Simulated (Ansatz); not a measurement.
in.yaml

```yaml
crystal:
  periodic: [false, false, false]
  atoms:
    - {symbol: Ge, position_ang: [0.003418, -0.020448, -0.000203]}
    - {symbol: H, position_ang: [-0.161457, 0.753045, -1.338471]}
    - {symbol: H, position_ang: [-0.084836, 0.720622, 1.353073]}
basis:
  gaussian: {orbitals: "6-31G*"}
total_charge: 1
magnetization: {spin_polarized: true, initial_magnetization: 1}
correlation: {method: ccsdt_q, electrons: outside_noble_gas}
accuracy: high
```

```sh
$ ansatz run in.yaml --threads 1 --pin off --events-out ev --progress --plain --max-ram 2393MiB
```

Output:

```
643 factors; integrals over basis functions are off by at most 2.8e-9 eV
mean field evaluation 1: about -56487.4822 eV, gradient 6.3e0 eV
mean field evaluation 2: about -56487.4969 eV, gradient 6.3e0 eV
mean field evaluation 4: about -56487.9393 eV, gradient 1.2e0 eV
mean field evaluation 8: about -56487.9521 eV, gradient 2.5e-3 eV
mean field evaluation 16: about -56487.9308 eV, gradient 2.8e-1 eV
mean field evaluation 32: about -56485.7731 eV, gradient 8.2e-3 eV
mean field -56487.95210070 eV, -2075.8939507918 hartree, gradient 4.4e-8 eV, S^2 0.755964; 1 other end points of the search recorded, 0 dependent functions left out
determinant -56487.95210070 eV, -2075.8939507918 hartree, with singles and doubles -56489.74486966 eV, -2075.9598338358 hartree
determinant -56485.77309756 eV, -2075.8138739033 hartree, with singles and doubles -56487.85790043 eV, -2075.8904889956 hartree
14 core orbitals not correlated: weight in the atoms' cores, before any rotation towards them, 1.000 or more for the frozen orbitals, at most 0.000 for the correlated occupied ones
reference -56487.95210070 eV, -2075.8939507918 hartree; 3, 2 occupied and 22, 23 virtual orbitals, 643 factors
second order -1.30094970 eV of doubles, -0.00000000 eV of singles
cycle   1  -1.62406959 eV  change   -3.2e-1 eV  update   5.2e-2
cycle   2  -1.82547444 eV  change   -2.0e-1 eV  update   2.5e-2
cycle   3  -1.84254118 eV  change   -1.7e-2 eV  update   7.1e-3
cycle   4  -1.84548148 eV  change   -2.9e-3 eV  update   2.3e-3
cycle   5  -1.84505787 eV  change    4.2e-4 eV  update   9.4e-4
cycle   6  -1.84507268 eV  change   -1.5e-5 eV  update   2.8e-4
cycle   7  -1.84520734 eV  change   -1.3e-4 eV  update   8.4e-5
cycle   8  -1.84518178 eV  change    2.6e-5 eV  update   3.4e-5
cycle   9  -1.84516467 eV  change    1.7e-5 eV  update   1.2e-5
cycle  10  -1.84517275 eV  change   -8.1e-6 eV  update   4.1e-6
cycle  11  -1.84517289 eV  change   -1.4e-7 eV  update   1.5e-6
cycle  12  -1.84517218 eV  change    7.1e-7 eV  update   5.8e-7
cycle  13  -1.84517192 eV  change    2.6e-7 eV  update   2.5e-7
cycle  14  -1.84517212 eV  change   -2.0e-7 eV  update   1.3e-7
cycle  15  -1.84517218 eV  change   -6.2e-8 eV  update   5.1e-8
cycle  16  -1.84517216 eV  change    2.4e-8 eV  update   3.0e-8
cycle  17  -1.84517215 eV  change    1.1e-8 eV  update   1.7e-8
cycle  18  -1.84517215 eV  change    2.2e-9 eV  update   1.4e-8
cycle  19  -1.84517214 eV  change    2.1e-9 eV  update   6.3e-9
cycle  20  -1.84517214 eV  change    1.5e-9 eV  update   2.4e-9
cycle  21  -1.84517214 eV  change  -2.4e-10 eV  update  7.5e-10
cycle  22  -1.84517214 eV  change  -5.0e-10 eV  update  2.4e-10
cycle  23  -1.84517214 eV  change  -1.6e-10 eV  update  8.7e-11
perturbative correction -0.00044797 eV, -0.0000164626 hartree
Total energy: -56489.79772082 eV, -2075.9617760799 hartree
```

Ran on 1 thread of Arm Neoverse V1, shared host: 3.4 s wall, 0.11 GiB peak host memory.
